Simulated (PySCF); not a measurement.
# Atomic charges against the basis set

Species: methyl propyl ketone, C5H10O.
Numbering: `[CH3:1][CH2:2][CH2:3][C:4]([CH3:5])=[O:6]` (hydrogens: H7, H8, H9 on C1; H10, H11 on C2; H12, H13 on C3; H14, H15, H16 on C5)

PBE0 throughout (PySCF), one geometry, spherical d and f functions. The structure is a single PBE0-D3(BJ)/def2-SVP conformer in the gas phase; no vibrational or solvent corrections. Atoms taken as equivalent share a column and are averaged. The first 7 of 10 kinds of atom are listed.

Mulliken charges (e):

```csv
basis,functions,C1,C2,C3,C4,C5,O6,H7/H8/H9
STO-3G,40,-0.231,-0.139,-0.165,+0.168,-0.261,-0.196,+0.076
6-31G,74,-0.496,-0.304,-0.395,+0.366,-0.566,-0.404,+0.163
6-31G*,104,-0.529,-0.313,-0.424,+0.444,-0.620,-0.412,+0.172
def2-SVP,134,-0.067,-0.088,-0.092,+0.008,-0.044,-0.224,+0.039
"6-311+G(2d,p)",222,-0.676,-0.101,-0.177,+0.590,-0.727,-0.436,+0.144
def2-TZVP,246,-0.356,-0.170,-0.236,+0.194,-0.360,-0.297,+0.119
```

IAO charges (e):

```tsv
basis	functions	C1	C2	C3	C4	C5	O6	H7/H8/H9
STO-3G	40	-0.392	-0.255	-0.294	+0.193	-0.437	-0.186	+0.132
6-31G	74	-0.429	-0.255	-0.312	+0.356	-0.488	-0.388	+0.141
6-31G*	104	-0.409	-0.242	-0.303	+0.392	-0.473	-0.407	+0.134
def2-SVP	134	-0.398	-0.237	-0.299	+0.388	-0.463	-0.403	+0.131
6-311+G(2d,p)	222	-0.421	-0.250	-0.311	+0.403	-0.484	-0.426	+0.138
def2-TZVP	246	-0.421	-0.251	-0.311	+0.404	-0.485	-0.425	+0.138
```

Question: Which scheme is steadiest as the basis changes?

Answer: Largest range over the bases for any column: IAO 0.24 e, Mulliken 0.68 e. IAO charges move least and Mulliken charges most, counted in e. Without the minimal STO-3G basis the ranges are IAO 0.05, Mulliken 0.68 e.

Question: How much do the charges still move between the two largest bases, 6-311+G(2d,p) and def2-TZVP?

Answer: At most, over all atoms: Mulliken 0.396 e, IAO 0.002 e.

Question: What do the same runs give for the total energy, the frontier levels and the dipole moment?

Answer: 
| basis | energy (Eh) | HOMO (eV) | LUMO (eV) | μ (D) |
| --- | --- | --- | --- | --- |
| STO-3G | -268.0869 | -4.03 | 2.96 | 1.72 |
| 6-31G | -271.3795 | -6.97 | -0.13 | 2.88 |
| 6-31G* | -271.4536 | -6.89 | 0.03 | 2.62 |
| def2-SVP | -271.2627 | -7.06 | -0.15 | 2.66 |
| 6-311+G(2d,p) | -271.5387 | -7.20 | -0.38 | 2.82 |
| def2-TZVP | -271.5593 | -7.16 | -0.30 | 2.75 |

The dipole is fixed by the density alone, so its range of 1.16 D shows that the density itself changes with the basis, not only its division among atoms.
